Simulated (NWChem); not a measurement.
Program: NWChem. System: Li₂, charge 0, spin multiplicity 1, at a geometry optimised with PBE0/def2-SVP. The structure started from a generated list of species. Level: TD-PBE0/6-31G* (spherical d).

Input file:

```
start mol
memory heap 200 mb stack 900 mb global 1100 mb
geometry units angstroms nocenter noautoz noautosym
  Li     0.000000     0.000000     1.393559
  Li     0.000000     0.000000    -1.393559
end
basis spherical
  * library 6-31g*
end
dft
  xc pbe0
  semidirect memsize 60000000 filesize 0
  iterations 100
end
tddft
  rpa
  nroots 10
  notriplet
end
task tddft energy
```

NWChem printed:

```
             Northwest Computational Chemistry Package (NWChem) 7.3.0
             --------------------------------------------------------

                                NWChem Input Module
                                -------------------

 Scaling coordinates for geometry "geometry" by  1.889725989
 (inverse scale =  0.529177249)

                             Geometry "geometry" -> ""
                             -------------------------

 Output coordinates in angstroms (scale by  1.889725989 to convert to a.u.)

  No.       Tag          Charge          X              Y              Z
 ---- ---------------- ---------- -------------- -------------- --------------
    1 Li                   3.0000     0.00000000     0.00000000     1.39355900
    2 Li                   3.0000     0.00000000     0.00000000    -1.39355900

 Effective nuclear repulsion energy (a.u.)       1.7087885195

            Nuclear Dipole moment (a.u.)
            ----------------------------
        X                 Y               Z
 ---------------- ---------------- ----------------
     0.0000000000     0.0000000000     0.0000000000


 Summary of "ao basis" -> "" (spherical)
 ------------------------------------------------------------------------------
       Tag                 Description            Shells   Functions and Types
 ---------------- ------------------------------  ------  ---------------------
 *                           6-31g*                   on all atoms

                                 NWChem DFT Module
                                 -----------------

 Summary of "ao basis" -> "ao basis" (spherical)
 ------------------------------------------------------------------------------
       Tag                 Description            Shells   Functions and Types
 ---------------- ------------------------------  ------  ---------------------
 Li                          6-31g*                  6       14   3s2p1d

 Summary of "ao basis" -> "ao basis" (spherical)
 ------------------------------------------------------------------------------
       Tag                 Description            Shells   Functions and Types
 ---------------- ------------------------------  ------  ---------------------
 Li                          6-31g*                  6       14   3s2p1d

            General Information
            -------------------
          SCF calculation type: DFT
          Wavefunction type:  closed shell.
          No. of atoms     :     2
          No. of electrons :     6
           Alpha electrons :     3
            Beta electrons :     3
          Charge           :     0
          Spin multiplicity:     1
          Use of symmetry is: off; symmetry adaption is: off
          Maximum number of iterations: 100
          AO basis - number of functions:    28
                     number of shells:    12
          Convergence on energy requested:  1.00D-06
          Convergence on density requested:  1.00D-05
          Convergence on gradient requested:  5.00D-04

              XC Information
              --------------
                         PBE0 Method XC Functional
                     Hartree-Fock (Exact) Exchange  0.250
          PerdewBurkeErnzerhof Exchange Functional  0.750
            Perdew 1991 LDA Correlation Functional  1.000 local
           PerdewBurkeErnz. Correlation Functional  1.000 non-local

             Grid Information
             ----------------
          Grid used for XC integration:  medium
          Radial quadrature: Mura-Knowles
          Angular quadrature: Lebedev.
          Tag              B.-S. Rad. Rad. Pts. Rad. Cut. Ang. Pts.
          ---              ---------- --------- --------- ---------
          Li                  1.45       49          13.0       434
          Grid pruning is: on
          Number of quadrature shells:    98
          Spatial weights used:  Erf1

          Convergence Information
          -----------------------
          Convergence aids based upon iterative change in
          total energy or number of iterations.
          Levelshifting, if invoked, occurs when the
          HOMO/LUMO gap drops below (HL_TOL):  1.00D-02
          DIIS, if invoked, will attempt to extrapolate
          using up to (NFOCK): 10 stored Fock matrices.

                    Damping( 0%)  Levelshifting(0.5)       DIIS
                  --------------- ------------------- ---------------
          dE  on:    start            ASAP                start
          dE off:    2 iters        100 iters           100 iters

      Screening Tolerance Information
      -------------------------------
          Density screening/tol_rho:  1.00D-10
          AO Gaussian exp screening on grid/accAOfunc:  14
          CD Gaussian exp screening on grid/accCDfunc:  20
          XC Gaussian exp screening on grid/accXCfunc:  20
          Schwarz screening/accCoul:  1.00D-08

      Superposition of Atomic Density Guess
      -------------------------------------

 Sum of atomic energies:         -14.86246989

      Non-variational initial energy
      ------------------------------

 Total energy =     -14.794926
 1-e energy   =     -22.844987
 2-e energy   =       6.341272
 HOMO         =      -0.155014
 LUMO         =      -0.016562

------------------------------------------------------------
EAF file 0: "./mol.aoints.0" size=524288 bytes
------------------------------------------------------------
               write      read    awrite     aread      wait
               -----      ----    ------     -----      ----
     calls:        1         0         0         0         0
[...]
     Transition Moments    X -1.97006   Y  1.96999   Z -0.00000
     Transition Moments   XX  0.00000  XY -0.00000  XZ -0.00000
     Transition Moments   YY -0.00000  YZ  0.00000  ZZ  0.00000
     Dipole Oscillator Strength                    0.5121540899
     Electric Quadrupole                           0.0000000000
     Magnetic Dipole                               0.0000000000
     Total Oscillator Strength                     0.5121540899

          sigma_e =   3.1540 Angstrom
          sigma_h =   2.2526 Angstrom
         |d_h->e| =   0.0000 Angstrom
            d_exc =   3.8757 Angstrom
            d_CD1 =   0.9014 Angstrom
            d_CD2 =  -2.7033 Angstrom
            d_CD3 =   3.8757 Angstrom
     Pearson C.C. =   0.0001

     Occ.    3  a   ---  Virt.    5  a    1.00907 X
     Occ.    3  a   ---  Virt.    5  a   -0.14465 Y
     Occ.    3  a   ---  Virt.   13  a   -0.06984 X
     Occ.    3  a   ---  Virt.   13  a   -0.05198 Y
  ----------------------------------------------------------------------------
  Root   3 singlet a              0.098973436 a.u.                2.6932 eV
  ----------------------------------------------------------------------------
     Transition Moments    X  1.96999   Y  1.97006   Z -0.00000
     Transition Moments   XX -0.00000  XY -0.00000  XZ  0.00000
     Transition Moments   YY -0.00000  YZ  0.00000  ZZ  0.00000
     Dipole Oscillator Strength                    0.5121540900
     Electric Quadrupole                           0.0000000000
     Magnetic Dipole                               0.0000000000
     Total Oscillator Strength                     0.5121540900

          sigma_e =   3.1540 Angstrom
          sigma_h =   2.2526 Angstrom
         |d_h->e| =   0.0000 Angstrom
            d_exc =   3.8757 Angstrom
            d_CD1 =   0.9014 Angstrom
            d_CD2 =  -2.7033 Angstrom
            d_CD3 =   3.8757 Angstrom
     Pearson C.C. =   0.0001

     Occ.    3  a   ---  Virt.    6  a   -1.00907 X
     Occ.    3  a   ---  Virt.    6  a    0.14465 Y
     Occ.    3  a   ---  Virt.   12  a    0.06984 X
     Occ.    3  a   ---  Virt.   12  a    0.05198 Y
  ----------------------------------------------------------------------------
  Root   4 singlet a              0.106500960 a.u.                2.8980 eV
  ----------------------------------------------------------------------------
     Transition Moments    X -0.00000   Y -0.00000   Z -0.00000
     Transition Moments   XX  0.03066  XY -0.00000  XZ  0.00000
     Transition Moments   YY  0.03066  YZ  0.00000  ZZ 15.01206
     Dipole Oscillator Strength                    0.0000000000
     Electric Quadrupole                           0.0000004813
     Magnetic Dipole                               0.0000000000
     Total Oscillator Strength                     0.0000004813

          sigma_e =   3.5018 Angstrom
          sigma_h =   2.2525 Angstrom
         |d_h->e| =   0.0000 Angstrom
            d_exc =   4.1635 Angstrom
            d_CD1 =   1.2493 Angstrom
            d_CD2 =  -2.8772 Angstrom
            d_CD3 =   4.1635 Angstrom
     Pearson C.C. =   0.0001

     Occ.    3  a   ---  Virt.    7  a   -0.99730 X
     Occ.    3  a   ---  Virt.    7  a    0.07385 Y
     Occ.    3  a   ---  Virt.   11  a   -0.07865 X
     Occ.    3  a   ---  Virt.   11  a   -0.05192 Y
     Occ.    3  a   ---  Virt.   14  a   -0.08815 X
  ----------------------------------------------------------------------------
  Root   5 singlet a              0.123251638 a.u.                3.3538 eV
  ----------------------------------------------------------------------------
     Transition Moments    X -0.00000   Y  0.00000   Z  0.00000
     Transition Moments   XX -0.00000  XY  0.00000  XZ  6.74416
     Transition Moments   YY  0.00000  YZ -6.75850  ZZ  0.00000
     Dipole Oscillator Strength                    0.0000000000
     Electric Quadrupole                           0.0000009089
     Magnetic Dipole                               0.0000000148
     Total Oscillator Strength                     0.0000009237

          sigma_e =   3.5316 Angstrom
          sigma_h =   2.2527 Angstrom
         |d_h->e| =   0.0000 Angstrom
            d_exc =   4.1888 Angstrom
            d_CD1 =   1.2789 Angstrom
            d_CD2 =  -2.8921 Angstrom
            d_CD3 =   4.1888 Angstrom
     Pearson C.C. =   0.0000

     Occ.    3  a   ---  Virt.    8  a   -1.00004 X
  ----------------------------------------------------------------------------
  Root   6 singlet a              0.123251638 a.u.                3.3538 eV
  ----------------------------------------------------------------------------
     Transition Moments    X  0.00000   Y  0.00000   Z -0.00000
     Transition Moments   XX  0.00000  XY  0.00000  XZ -6.75850
     Transition Moments   YY  0.00000  YZ -6.74416  ZZ  0.00000
     Dipole Oscillator Strength                    0.0000000000
     Electric Quadrupole                           0.0000009089
     Magnetic Dipole                               0.0000000148
     Total Oscillator Strength                     0.0000009237

          sigma_e =   3.5316 Angstrom
          sigma_h =   2.2527 Angstrom
         |d_h->e| =   0.0000 Angstrom
            d_exc =   4.1888 Angstrom
            d_CD1 =   1.2789 Angstrom
            d_CD2 =  -2.8921 Angstrom
            d_CD3 =   4.1888 Angstrom
     Pearson C.C. =   0.0000

     Occ.    3  a   ---  Virt.    9  a    1.00004 X
  ----------------------------------------------------------------------------
  Root   7 singlet a              0.180444203 a.u.                4.9101 eV
  ----------------------------------------------------------------------------
     Transition Moments    X -0.00000   Y -0.00000   Z -0.29576
     Transition Moments   XX -0.00000  XY -0.00000  XZ -0.00000
     Transition Moments   YY -0.00000  YZ -0.00000  ZZ  0.00000
     Dipole Oscillator Strength                    0.0105230438
     Electric Quadrupole                           0.0000000000
     Magnetic Dipole                               0.0000000000
     Total Oscillator Strength                     0.0105230438

          sigma_e =   4.3202 Angstrom
          sigma_h =   2.2528 Angstrom
         |d_h->e| =   0.0000 Angstrom
            d_exc =   4.8723 Angstrom
            d_CD1 =   2.0674 Angstrom
            d_CD2 =  -3.2865 Angstrom
            d_CD3 =   4.8723 Angstrom
     Pearson C.C. =  -0.0000

     Occ.    3  a   ---  Virt.    4  a    0.11791 X
     Occ.    3  a   ---  Virt.    4  a   -0.08632 Y
     Occ.    3  a   ---  Virt.   10  a    0.99667 X
  ----------------------------------------------------------------------------
  Root   8 singlet a              0.210524933 a.u.                5.7287 eV
  ----------------------------------------------------------------------------
     Transition Moments    X -0.00000   Y -0.00000   Z -0.00000
     Transition Moments   XX  2.13661  XY -0.00000  XZ  0.00000
     Transition Moments   YY  2.13661  YZ  0.00000  ZZ -4.54067
     Dipole Oscillator Strength                    0.0000000000
     Electric Quadrupole                           0.0000007384
     Magnetic Dipole                               0.0000000000
     Total Oscillator Strength                     0.0000007384

          sigma_e =   3.8559 Angstrom
          sigma_h =   2.2526 Angstrom
         |d_h->e| =   0.0000 Angstrom
            d_exc =   4.4654 Angstrom
            d_CD1 =   1.6033 Angstrom
            d_CD2 =  -3.0542 Angstrom
            d_CD3 =   4.4654 Angstrom
     Pearson C.C. =   0.0001

     Occ.    3  a   ---  Virt.    7  a   -0.06944 X
     Occ.    3  a   ---  Virt.    7  a    0.05524 Y
     Occ.    3  a   ---  Virt.   11  a    0.98771 X
     Occ.    3  a   ---  Virt.   14  a   -0.15164 X
  ----------------------------------------------------------------------------
  Root   9 singlet a              0.216314249 a.u.                5.8862 eV
  ----------------------------------------------------------------------------
     Transition Moments    X -0.14864   Y -0.14912   Z  0.00000
     Transition Moments   XX  0.00000  XY  0.00000  XZ -0.00000
     Transition Moments   YY  0.00000  YZ -0.00000  ZZ  0.00000
     Dipole Oscillator Strength                    0.0063927815
     Electric Quadrupole                           0.0000000000
     Magnetic Dipole                               0.0000000000
     Total Oscillator Strength                     0.0063927815

          sigma_e =   3.4646 Angstrom
          sigma_h =   2.2526 Angstrom
         |d_h->e| =   0.0000 Angstrom
            d_exc =   4.1323 Angstrom
            d_CD1 =   1.2120 Angstrom
            d_CD2 =  -2.8586 Angstrom
            d_CD3 =   4.1323 Angstrom
     Pearson C.C. =   0.0001

     Occ.    3  a   ---  Virt.    6  a   -0.07788 X
     Occ.    3  a   ---  Virt.    6  a    0.06276 Y
     Occ.    3  a   ---  Virt.   12  a   -0.99875 X
  ----------------------------------------------------------------------------
  Root  10 singlet a              0.216314249 a.u.                5.8862 eV
  ----------------------------------------------------------------------------
     Transition Moments    X -0.14912   Y  0.14864   Z  0.00000
     Transition Moments   XX  0.00000  XY -0.00000  XZ -0.00000
     Transition Moments   YY -0.00000  YZ  0.00000  ZZ  0.00000
     Dipole Oscillator Strength                    0.0063927815
     Electric Quadrupole                           0.0000000000
     Magnetic Dipole                               0.0000000000
     Total Oscillator Strength                     0.0063927815

          sigma_e =   3.4646 Angstrom
          sigma_h =   2.2526 Angstrom
         |d_h->e| =   0.0000 Angstrom
            d_exc =   4.1323 Angstrom
            d_CD1 =   1.2120 Angstrom
            d_CD2 =  -2.8586 Angstrom
            d_CD3 =   4.1323 Angstrom
     Pearson C.C. =   0.0001

     Occ.    3  a   ---  Virt.    5  a   -0.07788 X
     Occ.    3  a   ---  Virt.    5  a    0.06276 Y
     Occ.    3  a   ---  Virt.   13  a   -0.99875 X

              Target root =      1
          Target symmetry = none
      Ground state energy =    -14.960465880040
        Excitation energy =      0.075027231533
     Excited state energy =    -14.885438648507

  stored tddft:energy   -14.885438648507217

 Task  times  cpu:        1.9s     wall:        1.9s

 Total times  cpu:        2.0s     wall:        2.0s
```
